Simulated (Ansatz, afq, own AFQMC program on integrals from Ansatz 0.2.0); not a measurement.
# Where AFQMC and coupled cluster stand for CH⁺, singlet

```yaml
atoms:
  - { symbol: C, position_ang: [0.0000, 0.0000, 0.0000] }
  - { symbol: H, position_ang: [0.0000, 0.0000, 1.8230] }
```

Basis cc-pVTZ. Only valence electrons are correlated. Ansatz 0.2.0 and our own AFQMC program on the same integrals; the CISD trial comes from CCSD amplitudes, and released means the phaseless constraint is let go. Error bars are statistical, one sigma.

Determinant: UHF, the one that the program's search chose, which needn't be the lowest solution. The geometry is a point of a scan.

Full CI on the same integrals is exact in this basis and with this determinant's frozen core.

Cautions: higher spins were not checked; an unrestricted solution with more broken spin lies lower (559 meV, ⟨S²⟩ 0.91), while this determinant keeps restricted orbitals; strong correlation (T1 0.028, weight of the determinant 0.88, largest double 0.21); the released energies are still falling, so no released level is given (meV from the phaseless value at times in 1/Eh: -7 ± 3 at 0.24, -17 ± 3 at 0.51, -20 ± 3 at 0.99, -20 ± 3 at 1.62, -34 ± 3 at 2.40), though the last usable value meets full CI within the noise.

The T1 diagnostic is 0.0276. The weight of the determinant in the CISD state is 0.878, the ⟨S²⟩ of the determinant is 0.000 and the size of the correlated space is 4 electrons in 43 orbitals.

Reference: full CI, correlation energy -3.823 eV.

```csv
level,E − E(reference) (kJ/mol),share of correlation (%)
HF,368.8,0.00
MP2,113.6,69.20
CCSD,12.1,96.73
CCSD(T),2.4,99.36
CCSDT,0.9,99.76
CCSDT(Q),0.2,99.93
ph-AFQMC/CISD,3.7 ± 0.3,99.00
```

CCSDT and higher add their correlation energy to the determinant of the CCSD(T) run, since their own runs factorise the integrals more tightly (a shift of under 2 meV). A walk keeps the symmetry of its determinant, which the program's search chose and which needn't be the lowest solution, so a lower state of the same spin and another symmetry isn't excluded.
